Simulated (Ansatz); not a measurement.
# MgSiH₂ (triplet): wave-function methods side by side at scale of all distances = 1.526, 6-31G

How much of the correlation energy of MgSiH₂ (triplet) does each wave-function method recover here?

The runs use Ansatz 0.2.0, Gaussian basis; 6-31G, core rule «outside noble gas», up to 10 orbitals frozen.

To be run: UHF; CCSD(T) on ROHF; CCSD(T) on UHF; BCCD(T) on ROHF; CISD as a restricted active space (open shells left free, so some higher excitations enter); CCSDT(Q) on ROHF; CCSDT(Q) on UHF; CASSCF and MRCISD+Q, 4 electrons in 4 orbitals; CASSCF and NEVPT2, 4 electrons in 4 orbitals; CASSCF and MRCISD+Q, 8 electrons in 10 orbitals; CASSCF and NEVPT2, 8 electrons in 10 orbitals; Full CI.

23 further runs of the same task are left out: 4 for a known fault of the program, 13 that didn't finish, 6 set aside as unsound or not needed. Runs told in other sessions of the task aren't counted.

### Step 1. The system

The geometry derives from a PBE0/def2-TZVP stationary point (not a proven minimum). All distances are scaled together.

4 atoms, charge 0, spin multiplicity 3.

Atoms are counted from 1 here; the program's logs count them from 0.

No contacts short enough for the rule that draws bonds.

Geometry (Å):

```tsv
atom	x (Å)	y (Å)	z (Å)
Si1	0.0000	-0.1270	1.7933
Mg2	0.0000	0.0834	-2.0206
H3	0.0000	1.5352	3.3668
H4	0.0000	-0.0066	-4.6113
```

### Step 2. UHF

in.yaml reads:

```yaml
crystal:
  periodic: [false, false, false]
  atoms:
    - {symbol: Si, position_ang: [0.000000, -0.126997, 1.793289]}
    - {symbol: Mg, position_ang: [0.000000, 0.083361, -2.020616]}
    - {symbol: H, position_ang: [0.000000, 1.535179, 3.366849]}
    - {symbol: H, position_ang: [0.000000, -0.006639, -4.611316]}
basis:
  gaussian: {orbitals: 6-31G}
magnetization: {spin_polarized: true, initial_magnetization: 2}
hamiltonian: {xc: hf}
output: {orbitals: {seedname: orbitals}}
```

Command:

```console
ansatz run in.yaml --threads 1 --pin off --events-out ev --progress --plain --max-ram 2393MiB
```

Further steps of the session: CCSD(T) on ROHF; CCSD(T) on UHF; BCCD(T) on ROHF; CISD as a restricted active space (open shells left free, so some higher excitations enter); CCSDT(Q) on ROHF; CCSDT(Q) on UHF; CASSCF and MRCISD+Q, 4 electrons in 4 orbitals; CASSCF and NEVPT2, 4 electrons in 4 orbitals; CASSCF and MRCISD+Q, 8 electrons in 10 orbitals; CASSCF and NEVPT2, 8 electrons in 10 orbitals; Full CI.

Before running them: what should the planned runs give, taken together? Wanted: FCI from the RHF energy; RMP2 from FCI; UMP2 from FCI; RCCSD from FCI; RCCSD(T) from FCI; UCCSD(T) from FCI; RCCSDT(Q) from FCI; UCCSDT(Q) from FCI; NEVPT2 pair from FCI.

**Answer**, as computed:

| quantity | value |
| --- | --- |
| FCI from the ROHF energy | -3.0294 eV |
| RMP2 from FCI | +1350.8 meV |
| UMP2 from FCI | +1317.2 meV |
| RCCSD from FCI | +101.8 meV |
| RCCSD(T) from FCI | +35.3 meV |
| UCCSD(T) from FCI | +41.4 meV |
| RCCSDT(Q) from FCI | +1.2 meV |
| UCCSDT(Q) from FCI | +4.0 meV |
| NEVPT2 pair from FCI | +910.0 meV |
| MRCISD+Q pair from FCI | -102.7 meV |
| NEVPT2 valence from FCI | +165.8 meV |
| levels within 1 kcal/mol (43 meV) | RCCSD(T), UCCSD(T), BCCD(T), RCCSDT, UCCSDT, RCCSDT(Q), UCCSDT(Q), MRCISD valence, MRCISD+Q valence |
| T1 diagnostic | 0.065 |
| effectively unpaired electrons | 2.35 |

**Reading.** RCCSD(T) misses by +35.3 meV, 1.2 % of the correlation energy. MRCISD+Q pair falls below full CI: the +Q correction isn't variational, and the cores differ from full CI's. The occupations show static correlation (2.35 effectively unpaired electrons where one determinant has 2). Of the multireference levels listed MRCISD+Q valence comes nearest in total energy (+11.0 meV), which doesn't show that its space is the better one. Coupled cluster took another determinant than the lowest Hartree-Fock one. These misses are within one basis, not against nature; the frozen cores of restricted and unrestricted runs differ, which can shift their rows.

Levels on UHF freeze UHF's core orbitals, full CI those of ROHF, so the U rows can settle a little off it for that reason alone.

With open shells the CI space here admits some higher excitations, so it is larger than plain CISD.
